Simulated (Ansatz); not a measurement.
`[Cl][Al][Cl]` radical, 3 atoms. Charge 0, multiplicity 2. All runs use 2 threads of a server CPU on a shared host. Correlated methods freeze the cores. Open-shell runs search over several starts.

How many basis functions does each run have, and how long does it take in Ansatz? UKS PBE0-D4/def2-TZVP frequencies; UKS PBE0-D4/def2-TZVP relaxation (3 steps); UKS PBE0-D4/def2-TZVPP energy; UHF-MP2/def2-QZVPP energy; UKS r2SCAN0-D4/def2-TZVPP energy; UHF-CCSD(T)/def2-SVP energy; UKS ωB97M-V/def2-SVP energy; direct RPA on PBE orbitals/def2-TZVPP energy; UKS B97M-V/def2-TZVPP energy; UHF-CCSD(T)/def2-TZVPP energy; UKS ωB97M-V/def2-QZVPP energy; UKS ωB97M-V/def2-TZVPP energy and forces. (An estimate is asked.)

Ansatz gave: Other jobs shared the machine, so times are rough.

```json
{"level": "UHF-CCSD(T)/def2-SVP", "job": "energy", "functions": "54", "wall time": "0.8 s", "peak host memory (GiB)": "0.14"}
{"level": "direct RPA on PBE orbitals/def2-TZVPP", "job": "energy", "functions": "126", "wall time": "2.2 s", "peak host memory (GiB)": "0.22"}
{"level": "UKS PBE0-D4/def2-TZVPP", "job": "energy", "functions": "126", "wall time": "2.3 s", "peak host memory (GiB)": "0.32"}
{"level": "UKS ωB97M-V/def2-SVP", "job": "energy", "functions": "54", "wall time": "3.4 s", "peak host memory (GiB)": "0.26"}
{"level": "UKS r2SCAN0-D4/def2-TZVPP", "job": "energy", "functions": "126", "wall time": "3.6 s", "peak host memory (GiB)": "0.36"}
{"level": "UHF-MP2/def2-QZVPP", "job": "energy", "functions": "210", "wall time": "4.7 s", "peak host memory (GiB)": "0.57"}
{"level": "UKS B97M-V/def2-TZVPP", "job": "energy", "functions": "126", "wall time": "4.8 s", "peak host memory (GiB)": "0.28"}
{"level": "UKS ωB97M-V/def2-TZVPP", "job": "energy and forces", "functions": "126", "wall time": "7 s", "peak host memory (GiB)": "0.44"}
{"level": "UHF-CCSD(T)/def2-TZVPP", "job": "energy", "functions": "126", "wall time": "8 s", "peak host memory (GiB)": "0.77"}
{"level": "UKS PBE0-D4/def2-TZVP", "job": "relaxation (3 steps)", "functions": "111", "wall time": "11 s", "peak host memory (GiB)": "0.28"}
{"level": "UKS ωB97M-V/def2-QZVPP", "job": "energy", "functions": "210", "wall time": "12 s", "peak host memory (GiB)": "0.81"}
{"level": "UKS PBE0-D4/def2-TZVP", "job": "frequencies", "functions": "111", "wall time": "12 s", "peak host memory (GiB)": "0.27"}
```
